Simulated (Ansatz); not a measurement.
Input file:

```yaml
crystal:
  periodic: [false, false, false]
  atoms:
    - {symbol: Al, position_ang: [0.069180, -0.103007, 1.718151]}
    - {symbol: N, position_ang: [-0.095694, 0.093250, -0.031001]}
    - {symbol: P, position_ang: [-0.019073, 0.010695, -1.568612]}
    - {symbol: H, position_ang: [0.064035, 1.132906, 2.640714]}
basis:
  gaussian: {orbitals: "6-31G*"}
magnetization: {spin_polarized: true, initial_magnetization: 2}
hamiltonian: {xc: hf}
output: {forces: true, orbitals: {seedname: orbitals}}
```

```sh
$ ansatz run in.yaml --threads 1 --pin off --events-out ev --progress --plain --max-ram 2393MiB
```

Log:

```
501 factors; integrals over basis functions are off by at most 6.7e-4 eV
mean field evaluation 1: about -17345.8703 eV, gradient 2.5e1 eV
mean field evaluation 2: about -17345.9135 eV, gradient 2.5e1 eV
mean field evaluation 4: about -17349.9431 eV, gradient 3.8e0 eV
mean field evaluation 8: about -17350.4724 eV, gradient 6.0e-1 eV
mean field evaluation 16: about -17350.5499 eV, gradient 7.0e-5 eV
mean field evaluation 32: about -17350.4382 eV, gradient 4.2e-1 eV
mean field evaluation 64: about -17350.4856 eV, gradient 3.7e-1 eV
mean field evaluation 96: about -17348.3276 eV, gradient 2.1e0 eV
mean field evaluation 128: about -17350.3066 eV, gradient 1.2e0 eV
mean field evaluation 160: about -17350.5472 eV, gradient 1.5e-1 eV
mean field evaluation 192: about -17330.0608 eV, gradient 2.4e1 eV
mean field -17350.54989283 eV, -637.6209479365 hartree, gradient 2.3e-5 eV, S^2 2.302209; 5 other end points of the search recorded, 0 dependent functions left out
the calculation of the forces begins
reference -17350.54989283 eV, -637.6209479365 hartree; 19, 17 occupied and 36, 38 virtual orbitals, 501 factors
Total energy: -17350.54989283 eV, -637.6209479365 hartree
Atom 0 at     0.069180    -0.103007     1.718151 Å, force    -0.029034    -0.640376    -0.156772 eV/Å
Atom 1 at    -0.095694     0.093250    -0.031001 Å, force     0.103928     0.030408     0.403087 eV/Å
Atom 2 at    -0.019073     0.010695    -1.568612 Å, force    -0.056104     0.012670    -0.607307 eV/Å
Atom 3 at     0.064035     1.132906     2.640714 Å, force    -0.018790     0.597298     0.360992 eV/Å
Dipole moment:     0.048019    -0.100454     0.097372 e Å
```

Forces (eV/Å):
```
Al  -0.029 -0.640 -0.157
N    0.104  0.030  0.403
P   -0.056  0.013 -0.607
H   -0.019  0.597  0.361
```

Ran on 1 thread of Intel Xeon, shared host: 16 s wall, 0.11 GiB peak host memory.
